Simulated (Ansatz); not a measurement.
# NHO+ (doublet): from Hartree-Fock to the top rungs, cc-pVDZ

How much of the correlation energy of NHO+ (doublet) does each wave-function method recover here?

Computed with Ansatz 0.2.0, Gaussian basis. Level: cc-pVDZ, core rule «outside noble gas», up to 2 orbitals frozen.

To be run: UHF; CCSD(T) on ROHF; CCSD(T) on UHF; BCCD(T) on ROHF; CISD; CCSDT(Q) on ROHF; CCSDT(Q) on UHF; CCSDTQ on ROHF; CCSDTQ on UHF; CASSCF and MRCISD+Q, 11 electrons in 9 orbitals; CASSCF and NEVPT4(SD), 11 electrons in 9 orbitals; CASSCF and NEVPT2, 11 electrons in 9 orbitals.

4 further runs of the same task are left out: 4 set aside as unsound or not needed.

**1. The system**

The geometry is a PBE0/def2-TZVP stationary point (not a proven minimum) of the parent state, kept for this charge and spin.

3 atoms, charge 1, spin multiplicity 2.

Atoms are counted from 1 here; the program's logs count them from 0.

Bond lengths: N1–O2 1.310 Å, O2–H3 0.972 Å. Angles: N1–O2–H3 109.0°.

**2. UHF**

File in.yaml:

```yaml
crystal:
  periodic: [false, false, false]
  atoms:
    - {symbol: N, position_ang: [0.000000, -0.059009, 0.726911]}
    - {symbol: O, position_ang: [0.000000, 0.100344, -0.573400]}
    - {symbol: H, position_ang: [0.000000, -0.772778, -0.999631]}
basis:
  gaussian: {orbitals: cc-pVDZ}
total_charge: 1
magnetization: {spin_polarized: true, initial_magnetization: 1}
hamiltonian: {xc: hf}
output: {orbitals: {seedname: orbitals}}
```

Command:

```bash
$ ansatz run in.yaml --threads 1 --pin off --events-out ev --progress --plain --max-ram 2816MiB --backend cpu
```

Further steps of the session: CCSD(T) on ROHF; CCSD(T) on UHF; BCCD(T) on ROHF; CISD; CCSDT(Q) on ROHF; CCSDT(Q) on UHF; CCSDTQ on ROHF; CCSDTQ on UHF; CASSCF and MRCISD+Q, 11 electrons in 9 orbitals; CASSCF and NEVPT4(SD), 11 electrons in 9 orbitals; CASSCF and NEVPT2, 11 electrons in 9 orbitals.

**Question.** What will the summary of the whole plan be? Wanted: UCCSDTQ below the RHF energy; RMP2 from UCCSDTQ; UMP2 from UCCSDTQ; RCCSD from UCCSDTQ; RCCSD(T) from UCCSDTQ; UCCSD(T) from UCCSDTQ; RCCSDT(Q) from UCCSDTQ; UCCSDT(Q) from UCCSDTQ; NEVPT2 valence from UCCSDTQ.

As calculated:

```
                         quantity                                                            value
     UCCSDTQ below the RHF energy                                                       -9.8145 eV
                RMP2 from UCCSDTQ                                                       +923.4 meV
                UMP2 from UCCSDTQ                                                      +1759.4 meV
               RCCSD from UCCSDTQ                                                       +477.6 meV
            RCCSD(T) from UCCSDTQ                                                        +61.6 meV
            UCCSD(T) from UCCSDTQ                                                       +127.4 meV
           RCCSDT(Q) from UCCSDTQ                                                         +3.1 meV
           UCCSDT(Q) from UCCSDTQ                                                        -19.5 meV
      NEVPT2 valence from UCCSDTQ                                                       +944.8 meV
  NEVPT4(SD) valence from UCCSDTQ                                                        +64.0 meV
    MRCISD+Q valence from UCCSDTQ                                                        +15.7 meV
levels within 1 kcal/mol (43 meV)  RCCSDT, UCCSDT, RCCSDT(Q), UCCSDT(Q), RCCSDTQ, MRCISD+Q valence
                    T1 diagnostic                                                            0.041
   effectively unpaired electrons                                                             1.09
```

**Reading.** RCCSD(T) lands +61.6 meV from the yardstick (0.6 % of the correlation energy). CCSD(T) misses by +61.6 meV on the restricted determinant and by +127.4 meV on the unrestricted one; the two need not hold the same state or core. The occupations are near whole numbers, but T1 = 0.041 shows that the orbitals relax strongly. Of the multireference levels listed MRCISD+Q valence comes nearest in total energy (+15.7 meV), which doesn't show that its space is the better one. These misses are within one basis, not against nature; the frozen cores of restricted and unrestricted runs differ, which can shift their rows.
